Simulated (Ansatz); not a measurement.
A calculation on hcp Ru returned lattice constant a 2.745 Å, lattice parameter c 4.334 Å, equilibrium volume per atom 14.14 Å³/atom.

For reference: lattice constant a 2.706 Å (measured, 293 K, no zero-point or thermal correction, sources range from 2.700 to 2.706; as tabulated in Wikipedia's data pages); lattice parameter c 4.282 Å (measured, 293 K, not corrected to a static lattice; as tabulated in Wikipedia's data pages); equilibrium volume per atom 13.45 Å³/atom (measured, copied from a table, unchecked, extrapolated to 0 K and zero-point effects removed; as tabulated in Lejaeghere et al. (2013), arXiv:1204.2733).

Which level of theory produced these numbers?
(A) r²SCAN-D4 (Ansatz, a program for electronic structure)
(B) PBE-D3(BJ) (Ansatz)
(C) rVV10 (Ansatz)
(D) r²SCAN (Ansatz)

C, rVV10 (Ansatz)

The others give: r²SCAN-D4 2.699 Å, 4.256 Å, 13.43 Å³/atom; r²SCAN 2.704 Å, 4.261 Å, 13.49 Å³/atom; PBE-D3(BJ) 2.699 Å, 4.263 Å, 13.45 Å³/atom.

Unless a cell is named, each level is at its own relaxed cell (PBE-D3(BJ) 13.45, r²SCAN 13.49, r²SCAN-D4 13.43, rVV10 14.14 Å³/atom).

Ansatz's density-functional and Hartree–Fock values are scalar-relativistic unless marked +SOC, with PAW data made under PBE.
